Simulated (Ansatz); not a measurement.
hcp Lu, treated with r²SCAN (PAW; Ansatz, a program for electronic structure).

Settings: plane-wave cutoff 560 eV, 18×18×10 k mesh (along the axes of the cell as run), Fermi–Dirac smearing 0.05 eV, scalar-relativistic PAW data made under PBE.

The cell is scaled about its equilibrium volume:

Shape and atoms are relaxed at each volume.

| V (Å³/atom) | P (GPa) | c (Å) | a (Å) |
|---|---|---|---|
| 27.847 | 2.04 | 5.371 | 3.460 |
| 28.427 | 0.97 | 5.413 | 3.483 |
| 29.007 | 0.00 | 5.454 | 3.505 |
| 29.587 | -0.89 | 5.495 | 3.526 |
| 30.167 | -1.71 | 5.537 | 3.547 |

Note: the bulk modulus comes from volumes at which shape and atoms were relaxed.
